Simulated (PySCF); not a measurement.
Compound: cyclobutadiene, C₄H₄.
Geometry (PBE0-D3(BJ)/def2-TZVP, Å), atoms numbered from 1 in this order:
```
atom  x, y, z in Å
C1     0.776    0.302   -0.616
C2     0.596    0.470    0.689
C3    -0.762   -0.306    0.602
C4    -0.582   -0.474   -0.703
H5     1.543    0.582   -1.324
H6     1.155    0.944    1.484
H7    -1.529   -0.588    1.310
H8    -1.141   -0.949   -1.498
```

Definitions: NICS(0) = −σiso at the ring centroid; NICS(1) = −σiso and NICS(1)zz = −σzz at ±1 Å along the ring normal z. Level: GIAO PBE0/pcSseg-2 (PySCF, non-relativistic, gas phase) on the PBE0-D3(BJ)/def2-TZVP geometry, one conformer.

Ring bond lengths (Å), with Mayer bond orders in brackets: C1–C2 1.328 (1.94), C2–C3 1.566 (0.89), C3–C4 1.328 (1.94), C4–C1 1.566 (0.89).

Q: Give the NICS values of each ring in ppm.

A: 
```json
{"ring": "C1–C2–C3–C4", "type": "4-membered carbocycle; formal bonds 2 double, 2 single", "NICS(0)": "28.9", "NICS(1), two faces": "18.7 / 18.7", "NICS(1)zz, two faces": "58.8 / 58.8", "rms pucker (Å)": "0.00", "centre to ring atoms, mean (Å)": "1.03"}
```

Q: What can be read from them?

A: 
- C1–C2–C3–C4: mean NICS(1)zz 58.8 ppm, deshielded. NICS(0) lies 10 ppm above the mean NICS(1).

Q: And the bond-length index? HOMA = 1 − mean of α(R − Ropt)² over the ring bonds, with Krygowski's 1993 parameters (CC: Ropt 1.388 Å, α 257.7 Å⁻²).

A: 
- C1–C2–C3–C4: HOMA -3.56 = 1 − EN − GEO, with mean bond length 1.447 Å, EN = α(Ropt − mean)² = 0.904 and GEO = α × variance = 3.655.

Q: Give the inner angles of the rings and the Hirshfeld charges of the ring atoms.

A: 
- C1–C2–C3–C4: C1 90.0° (-0.056 e), C2 90.0° (-0.056 e), C3 90.0° (-0.056 e), C4 90.0° (-0.056 e); sum 360.0° against 360° for a flat convex ring.

Q: What are the shieldings of the ring atoms and their hydrogens in the same run (means over atoms taken as equivalent)?

A: 
```csv
atoms,environment,σ isotropic (ppm),"principal values of the symmetric part, first atom (ppm)"
C1 (×4),alkene CH carbon,34.7,"-98.1, 88.8, 113.5"
H5 (×4),vinylic hydrogen,25.58,"21.1, 27.7, 27.9"
```
